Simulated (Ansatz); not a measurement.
# AlH₃O₂ (SMILES [OH][AlH][OH]): single points off equilibrium

The task here is to estimate one member of a computed series from the others.

Method: single points in def2-TZVPP; program: Ansatz 0.2.0, Gaussian basis.

Correlated methods freeze the cores.

### Starting geometry

SMILES `[OH][AlH][OH]`, 6 atoms, charge 0, spin multiplicity 1.

Atoms are counted from 1 here; the program's logs count them from 0.

Bond lengths: O1–Al2 1.558 Å, O1–H4 1.040 Å, Al2–O3 1.663 Å, Al2–H5 1.439 Å, O3–H6 0.863 Å. Angles: Al2–O1–H4 169.8°, O1–Al2–O3 127.1°, O1–Al2–H5 113.8°, O3–Al2–H5 117.9°, Al2–O3–H6 165.7°.

Coordinates:

```xyz
6

O    -1.2624   -0.3078   -0.5696
Al    0.1575    0.2467   -0.2465
O     1.0951   -0.1090    1.0799
H    -2.2421   -0.5097   -0.8540
H     0.7822    0.9251   -1.3516
H     1.5176   -0.0982    1.8323
```

The first run:

Contents of run/in.yaml:

```yaml
crystal:
  periodic: [false, false, false]
  atoms:
    - {symbol: O, position_ang: [-1.262400, -0.307800, -0.569600]}
    - {symbol: Al, position_ang: [0.157500, 0.246700, -0.246500]}
    - {symbol: O, position_ang: [1.095100, -0.109000, 1.079900]}
    - {symbol: H, position_ang: [-2.242100, -0.509700, -0.854000]}
    - {symbol: H, position_ang: [0.782200, 0.925100, -1.351600]}
    - {symbol: H, position_ang: [1.517600, -0.098200, 1.832300]}
basis:
  gaussian: {orbitals: def2-TZVPP}
correlation: {method: ccsd_t}
output: {forces: true}
```

No record of the launch command was kept for these runs.

Among the steps run: CCSD(T)/def2-TZVPP; PBE0-D4/def2-TZVPP; wB97M-V/def2-TZVPP; r2SCAN-D4/def2-TZVPP; PBE-D4/def2-TZVPP; HSE06-D4/def2-TZVPP; B97M-V/def2-TZVPP.

One table of the session follows, with a row left open; its other results are not shown here.

| method | RMS force component (eV/Å) | angle to CCSD(T) forces (°) | dipole (D) |
| --- | --- | --- | --- |
| CCSD(T) | 3.236 | reference | 1.66 |
| PBE0-D4 | 3.217 | 1.4 | 1.61 |
| wB97M-V | 3.214 | 0.8 | 1.63 |
| r2SCAN-D4 | ? | ? | ? |
| PBE-D4 | 3.239 | 3.6 | 1.57 |
| HSE06-D4 | 3.219 | 1.4 | 1.61 |
| B97M-V | 3.153 | 2.6 | 1.69 |

**Question.** Estimate the row for r2SCAN-D4.

As computed: RMS force component (eV/Å): 3.201; angle to CCSD(T) forces (°): 1.3; dipole (D): 1.64. In the column «RMS force component (eV/Å)» it lies between B97M-V (3.153) and wB97M-V (3.214).

Limits of these values: The reference is not at the basis limit: in triple zeta CCSD(T) underbinds, which counts against methods that bind more; the gaps are no ranking.
